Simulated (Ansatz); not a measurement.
A run for Ansatz (a first-principles code): R-B3LYP/def2-TZVPP on formaldehyde (SMILES C=O), atoms moved off the minimum.

Ansatz 0.2 input:
```yaml
crystal:
  periodic: [false, false, false]
  atoms:
    - {symbol: C, position_ang: [-0.58808323, -0.00912792, -0.00648445]}
    - {symbol: O, position_ang: [0.69079622, -0.05886538, -0.03825272]}
    - {symbol: H, position_ang: [-1.29833872, -0.59112958, -0.06059457]}
    - {symbol: H, position_ang: [-0.77545047, 1.10528906, 0.00450467]}
basis:
  gaussian:
    orbitals: def2-TZVPP
hamiltonian:
  xc: {name: B3LYP}
scf: {lower_state_search: off}
output: {forces: true}
```

Output:

```
WARN ansatz: RAYON_NUM_THREADS=1 ignored (pool sized by the plan → 1); use --threads N
Functional definition: B3LYP
these checks for a lower state are left out or cut short: stability, starts, cluster_reference, orbital_swaps, neighbouring_geometries, increment
integrals: 0.01 GiB planned
449 factors; their error is unknown
mean field: 0.18 GiB planned
mean field evaluation 1: about -3112.9079 eV, gradient 3.9e1 eV
mean field evaluation 2: about -3106.6907 eV, gradient 7.0e1 eV
mean field evaluation 4: about -3115.7630 eV, gradient 2.2e0 eV
mean field evaluation 8: about -3115.7715 eV, gradient 4.7e-2 eV
mean field evaluation 16: about -3115.7715 eV, gradient 3.1e-6 eV
mean field -3115.77150935 eV, -114.5024910228 hartree, gradient 3.6e-6 eV, S^2 0.000000; 0 other end points of the search recorded, 0 dependent functions left out
the calculation of the forces begins
reference -3115.77168800 eV, -114.5024975882 hartree; 8, 8 occupied and 82, 82 virtual orbitals, 449 factors
Total energy: -3115.77168800 eV, -114.5024975882 hartree
Atom 0 at    -0.588083    -0.009128    -0.006484 Å, force    12.262050    10.261359     0.091807 eV/Å
Atom 1 at     0.690796    -0.058865    -0.038253 Å, force    -4.244689    -2.211368     0.157657 eV/Å
Atom 2 at    -1.298339    -0.591130    -0.060595 Å, force    -6.549975    -7.090819    -0.429873 eV/Å
Atom 3 at    -0.775450     1.105289     0.004505 Å, force    -1.467386    -0.959172     0.180409 eV/Å
Dipole moment:    -0.551790    -0.000675     0.003364 e Å
Checks for a lower state left out: stability, starts, cluster_reference, orbital_swaps, neighbouring_geometries, increment
```

The run converged.

Cost: roughly 0.4 core-seconds.
